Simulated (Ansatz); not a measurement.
# B3: the cost of one run

Program: Ansatz 0.2.0, Gaussian basis. Level of theory: def2-QZVPP, core rule «outside noble gas», up to 3 orbitals frozen. These are calculated values, not measurements.

To be run: UHF; ROHF; CCSD(T) on UHF.

## Step 1: What is computed

The geometry is a PBE0/def2-TZVP stationary point (not a proven minimum) of the parent state, kept for this charge and spin.

3 atoms, charge 1, spin multiplicity 3.

Atoms are counted from 1 here; the program's logs count them from 0.

Bond lengths: B1–B2 1.522 Å, B2–B3 1.522 Å. Angles: B1–B2–B3 180.0°.

## Step 2: UHF

in.yaml reads:

```yaml
crystal:
  periodic: [false, false, false]
  atoms:
    - {symbol: B, position_ang: [0.000000, 0.000000, 1.521500]}
    - {symbol: B, position_ang: [0.000000, 0.000000, 0.000000]}
    - {symbol: B, position_ang: [0.000000, 0.000000, -1.521500]}
basis:
  gaussian: {orbitals: "def2-QZVPP.json"}
total_charge: 1
magnetization: {spin_polarized: true, initial_magnetization: 2}
hamiltonian: {xc: hf}
output: {orbitals: {seedname: orbitals}}
```

Run with:

```bash
ansatz run in.yaml --threads 1 --pin off --events-out ev --progress --plain --max-ram 2393MiB
```

What time and memory should one allow on 1 thread of Arm Neoverse V2, shared host?

About 11 s, with a peak of 0.32 GiB.
